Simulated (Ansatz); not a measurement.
Two shapes of triplet C2H2.

Shape 1:

```xyz
4

C     0.0005    0.0004   -0.6050
C    -0.0006    0.0008    0.6044
H     0.0003    0.0009   -1.6790
H     0.0002    0.0010    1.6793
```

Shape 2:

```xyz
4

C     0.0152    0.0115   -0.6274
C    -0.0169    0.0247    0.6068
H     0.0094    0.0278   -1.6729
H     0.0052    0.0294    1.6825
```

Basis set: def2-SVP (spherical functions). Correlated methods keep 2 orbitals frozen. Charge 0, multiplicity 3.

Computed with Ansatz (development build ahead of 0.2.0); each method stands on the lowest determinant of its kind that the runs found.

Problem. Which shape is lower in energy, and by how much in each method?

Solution.

```tsv
method	E(2) − E(1) (eV)
UHF	-0.260
UHF-MP2	-0.283
```

Shape 2 is lower. Caution: another spin multiplicity may lie lower.
